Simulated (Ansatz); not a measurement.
**Nudged elastic band run: C$_{2}$H$_{6}$Si**

The input (input.yaml):

```yaml
crystal:
  periodic: [false, false, false]
  atoms:
    - { symbol: C, position_ang: [-0.529241, 1.050675, -0.808944] }
    - { symbol: Si, position_ang: [0.904628, -0.201126, -0.921533] }
    - { symbol: C, position_ang: [0.605648, -1.073447, 0.747419] }
    - { symbol: H, position_ang: [-1.427326, 0.479126, -1.126705] }
    - { symbol: H, position_ang: [-0.439479, 1.903062, -1.499943] }
    - { symbol: H, position_ang: [-0.746743, 1.418218, 0.2095] }
    - { symbol: H, position_ang: [-0.455429, -1.166111, 1.039287] }
    - { symbol: H, position_ang: [1.102998, -2.051076, 0.841723] }
    - { symbol: H, position_ang: [1.073443, -0.405622, 1.501897] }
basis:
  gaussian: { orbitals: def2-SVP }
hamiltonian:
  xc: r2scan
  dispersion: d4
neb:
  order_check: false
  images: 3
  f_tol: 0.05
  max_iterations: 60
  climbing: true
  final_atoms:
    - { symbol: C, position_ang: [-0.66668654, 0.92094413, -0.86351199] }
    - { symbol: Si, position_ang: [0.27598635, -0.72831639, -1.06645198] }
    - { symbol: C, position_ang: [0.69099337, -0.99756527, 0.7778531] }
    - { symbol: H, position_ang: [-1.07519124, 1.31692521, -1.80579137] }
    - { symbol: H, position_ang: [0.01772719, 1.68436451, -0.44301913] }
    - { symbol: H, position_ang: [-1.49377004, 0.82649123, -0.13468346] }
    - { symbol: H, position_ang: [-0.21555913, -0.95438837, 1.41062562] }
    - { symbol: H, position_ang: [1.21412109, -1.94432805, 0.98089006] }
    - { symbol: H, position_ang: [1.34087795, -0.170428, 1.12679016] }
  initial_path:
    images:
      - { positions_ang: [[-0.529241, 1.050675, -0.808944], [0.904628, -0.201126, -0.921533], [0.605648, -1.073447, 0.747419], [-1.427326, 0.479126, -1.126705], [-0.439479, 1.903062, -1.499943], [-0.746743, 1.418218, 0.2095], [-0.455429, -1.166111, 1.039287], [1.102998, -2.051076, 0.841723], [1.073443, -0.405622, 1.501897]] }
      - { positions_ang: [[-0.57235825, 1.03178864, -0.84955708], [0.66320326, -0.31600568, -0.89343681], [0.61683411, -1.08531651, 0.78900923], [-1.44941777, 0.68881553, -1.30676956], [-0.27187956, 1.91662517, -1.41245927], [-0.87045867, 1.38460912, 0.15960475], [-0.36031217, -1.28188165, 1.15851344], [1.22466431, -2.01370779, 0.82251562], [1.10822373, -0.37122783, 1.51528068]] }
      - { positions_ang: [[-0.6154755, 1.01290227, -0.89017015], [0.42177852, -0.43088536, -0.86534062], [0.62802022, -1.09718603, 0.83059945], [-1.47150954, 0.89850507, -1.48683411], [-0.10428011, 1.93018834, -1.32497555], [-0.99417433, 1.35100024, 0.10970949], [-0.26519533, -1.39765229, 1.27773987], [1.34633063, -1.97633958, 0.80330824], [1.14300446, -0.33683365, 1.52866437]] }
      - { positions_ang: [[-0.64108102, 0.9669232, -0.87684107], [0.34888243, -0.57960087, -0.9658963], [0.65950679, -1.04737565, 0.80422628], [-1.27335039, 1.10771514, -1.64631274], [-0.04327646, 1.80727642, -0.88399734], [-1.24397218, 1.08874573, -0.01248698], [-0.24037723, -1.17602033, 1.34418275], [1.28022586, -1.96033381, 0.89209915], [1.2419412, -0.25363083, 1.32772726]] }
      - { positions_ang: [[-0.66668654, 0.92094413, -0.86351199], [0.27598635, -0.72831639, -1.06645198], [0.69099337, -0.99756527, 0.7778531], [-1.07519124, 1.31692521, -1.80579137], [0.01772719, 1.68436451, -0.44301913], [-1.49377004, 0.82649123, -0.13468346], [-0.21555913, -0.95438837, 1.41062562], [1.21412109, -1.94432805, 0.98089006], [1.34087795, -0.170428, 1.12679016]] }
```

Command:

```bash
$ ansatz run input.yaml --threads 1 --pin off --max-ram 2048MiB --backend cpu --events-out ev --progress --plain --runs-dir out
```

Output, in part (warnings, iteration lines, the closing report on the highest movable image, with atoms numbered from 0):

```
NEB end point (image 0): max|allowed force component| = 4.376e-3 eV/Å (the criterion of neb.relax_end_points is 1.000e-2)
NEB end point (image 4): max|allowed force component| = 1.654e-2 eV/Å (the criterion of neb.relax_end_points is 1.000e-2)
NEB iter   1: max|band force component| = 3.478e0 eV/Å  barrier→ = 0.6111 eV  barrier← = 0.6012 eV  Δτ_max = 0.2000 Å  (130 SCF iters)
NEB iter   2: max|band force component| = 1.420e0 eV/Å  barrier→ = 0.1207 eV  barrier← = 0.1107 eV  Δτ_max = 0.0905 Å  (79 SCF iters)
NEB iter   3: max|band force component| = 3.587e-1 eV/Å  barrier→ = 0.0315 eV  barrier← = 0.0215 eV  CI = image 2  Δτ_max = 0.0617 Å  (81 SCF iters)
NEB iter   4: max|band force component| = 1.377e-1 eV/Å  barrier→ = 0.0210 eV  barrier← = 0.0111 eV  CI = image 2  Δτ_max = 0.0407 Å  (81 SCF iters)
NEB iter   5: max|band force component| = 4.007e-2 eV/Å  barrier→ = 0.0199 eV  barrier← = 0.0100 eV  CI = image 2  Δτ_max = 0.0000 Å  (162 SCF iters)
Total energy: -10041.80883826 eV, -369.0296682235 hartree
Atom 0 at    -0.619186     0.988364    -0.806488 Å, force     0.007175     0.006853    -0.036605 eV/Å
Atom 1 at     0.524102    -0.523438    -1.047112 Å, force    -0.013583    -0.011040     0.009534 eV/Å
Atom 2 at     0.665755    -1.067679     0.774048 Å, force     0.020998     0.010516     0.012857 eV/Å
Atom 3 at    -1.476305     0.914966    -1.502073 Å, force     0.006947     0.007795     0.010595 eV/Å
Atom 4 at    -0.067401     1.884171    -1.154171 Å, force    -0.009885    -0.003237     0.009541 eV/Å
Atom 5 at    -0.997784     1.184037     0.210551 Å, force     0.000823    -0.008705     0.008644 eV/Å
Atom 6 at    -0.335176    -1.213455     1.223044 Å, force     0.000856     0.001137    -0.011049 eV/Å
Atom 7 at     1.266827    -1.975230     0.938128 Å, force    -0.004983     0.007417    -0.000577 eV/Å
Atom 8 at     1.127668    -0.238036     1.346775 Å, force    -0.008347    -0.010736    -0.002942 eV/Å
Dipole moment:    -0.127996     0.133867     0.244439 e Å
```

The forces met the threshold. Another band between the same ends (5 images) ends at a top of the same energy, where a vibrational analysis finds 1 clearly imaginary mode. So few images can step over the top or miss a turn of the path.

Final band (atoms are numbered from 1 in the order of the input):

```
image  path coordinate (Å)  energy (eV)  dihedral H5–C1–Si2–C3 (°)
    0                 0.00        0.000                        163
    1                 0.54        0.012                        141
    2                 1.08        0.020                        118
    3                 1.77        0.008                         88
    4                 2.47        0.010                         62
```

Run time: 67 s on 1 thread of Arm Neoverse V1, with other jobs on the host, peak memory 0.15 GiB.
